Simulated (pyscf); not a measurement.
# Addition across a multiple bond or ene-type step: S=Ge: [singlet] + H₂S → HS–S–GeH: [singlet]

Gas phase, singlet surface, charge 0. Bonds broken: S3–H4. Bonds formed: Ge1–H4, S2–S3. Structures and frequencies: ωB97X-D3(BJ)/def2-SVP in PySCF. MP2 and CC: frozen core, UHF for open shells. ΔMP2 is the change of the MP2 total energy from the triple- to the quadruple-zeta basis.

Transition state (Å):

```xyz
5

Ge    -0.5797     2.1536    -0.5607
S      1.2191     1.5033    -1.3654
S      0.5594    -0.6778    -0.2346
H     -0.7739     0.5300     0.1117
H      0.9365    -1.9902     0.0028
```

One imaginary mode, 1249i cm⁻¹; descent along it reached the two sides named.

```csv
bond,change,reactant side (Å),saddle,product side
S3–H4,breaks,1.348,1.832,2.9
Ge1–H4,forms,4.5,1.768,1.587
S2–S3,forms,3.6,2.544,2.097
```

Electronic energies relative to the separated reactants (eV):

```
level                             barrier  reaction energy  reverse barrier
--------------------------------  -------  ---------------  ---------------
ωB97X-D3(BJ)/def2-TZVP               2.66            +0.53             2.13
PBE/def2-TZVP                        2.04            +0.64             1.40
r²SCAN/def2-TZVP                     2.25            +0.68             1.58
B3LYP-D3(BJ)/def2-TZVP               2.33            +0.67             1.66
PBE0-D3(BJ)/def2-TZVP                2.33            +0.57             1.76
M06-2X/def2-TZVP                     2.64            +0.66             1.98
ωB97M-D3(BJ)/def2-TZVP               2.73            +0.73             2.00
HF/def2-TZVP                         3.79            +0.97             2.82
MP2/def2-QZVPP                       2.47            +0.92             1.56
CCSD/def2-TZVPP                      2.84            +0.88             1.96
CCSD(T)/def2-TZVPP                   2.59            +0.90             1.69
CCSD(T)/def2-TZVPP + ΔMP2(QZVPP)     2.54            +0.88             1.67
```

With CCSD(T)/def2-TZVPP + ΔMP2(QZVPP) energies and thermal terms (ideal gas, 1 atm, RRHO with modes under 100 cm⁻¹ raised to 100, one conformer, R ln 2 for chiral ones without a mode under 150 cm⁻¹), in eV:

```csv
T (K),ΔH‡,ΔG‡,ΔH,ΔG
298,2.45,2.87,+0.88,+1.25
600,2.46,3.29,+0.91,+1.62
900,2.49,3.70,+0.95,+1.96
1200,2.52,4.10,+0.99,+2.29
```

The same reactants have a lower exit, to HS–Ge:–SH [singlet] (barrier +0.51 eV at ωB97M-D3(BJ), against +2.73 eV here). HS–S–GeH: [singlet] lies 1.55 eV over its isomer HS–Ge:–SH [singlet] (electronic energy, ωB97M-D3(BJ)). This is the saddle that the search found; another between the same sides may lie lower. The CCSD(T) − MP2 part came from Ansatz, without density fitting, on the same reference. The frozen core leaves the outer d or s,p core shells of the metals and heavy elements correlated in the MP2 and CC values, and def2-TZVPP describes them poorly, which can shift differences by a few kcal/mol. Elements up to Kr have no core potential and no relativistic terms here.
